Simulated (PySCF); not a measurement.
Gas-phase reaction: 3 SiH2Cl ⇌ Si2H6 + SiCl3

Method: PySCF energies plus ideal-gas RRHO corrections (1 bar). † marks an energy on the PBE0/def2-TZVP geometry and frequencies; other levels use their own. MP2 freezes the core. 6-31G* has spherical d functions here. Open shells (unrestricted): SiH2Cl (multiplicity 2), SiCl3 (multiplicity 2); the rest are closed-shell singlets. B3LYP is the form with VWN-RPA correlation. SiH2Cl: computed as isolated molecules; such fragments, hydroxides, amides, oligomers or adducts are transient or little studied in the gas. MP2 isn't extrapolated to the basis-set limit; its ΔH°(298 K) is -316.5 kJ in def2-SVP and -327.2 kJ in def2-TZVPP. The harmonic model lacks anharmonicity and excited electronic states, which grow with temperature; levels with a mode under 35 cm⁻¹ are left out. Internal rotation in Si2H6 is treated as a harmonic vibration of one conformer, which makes the entropy rough.

| level | ΔE electronic, kJ | ΔH°(298 K), kJ | ΔS°(298 K), J/K | ΔG°(1000 K), kJ |
|---|---|---|---|---|
| B3LYP/6-31G* | -315 | -306 | -193 | -119 |
| B3LYP/def2-TZVP† | -313 | -304 | -193 | -117 |
| HF/6-31G* | -236 | -228 | -197 | -36 |
| MP2/def2-SVP† | -326 | -316 | -193 | -130 |
| MP2/def2-TZVPP† | -337 | -327 | -193 | -141 |
| PBE/def2-SVP | -334 | -324 | -191 | -140 |
| PBE/def2-TZVP† | -325 | -316 | -193 | -130 |
| r2SCAN/def2-TZVP† | -321 | -312 | -193 | -125 |
| LDA/def2-TZVP† | -375 | -365 | -193 | -179 |
| ωB97M-V/def2-TZVP† | -347 | -337 | -193 | -151 |
ΔH° is lowest at LDA/def2-TZVP† and highest at HF/6-31G*. No reference value is set beside these.
